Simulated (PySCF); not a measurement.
Aluminium: a sound run and one with changed settings

Sound run: Al [Ne] 3s2 3p1, Al⁺ [Ne] 3s2. Computed with PySCF 2.14 in x2c-SVPall, with scalar relativity by spin-free X2C-1e. In the sound run the correlated levels freeze [Ne]. The sound run starts from symmetry-adapted Hartree-Fock orbitals and uses a fine grid where one is needed.

Changed run: a valence shell is frozen. This setting is unsound on purpose.

Ionisation energy of Al:

```tsv
method	sound run (eV)	changed run (eV)
UHF	5.548	5.548
MP2	5.647	5.548
SCS-MP2	5.626	5.548
CCSD	5.696	5.548
CCSD(T)	5.711	5.548
CCSDT	n/a	5.548
FCI	n/a	5.548
```

Freezing a valence shell removes pair correlation that changes on ionisation.

For comparison, NIST gives 5.986 eV between the lowest levels.
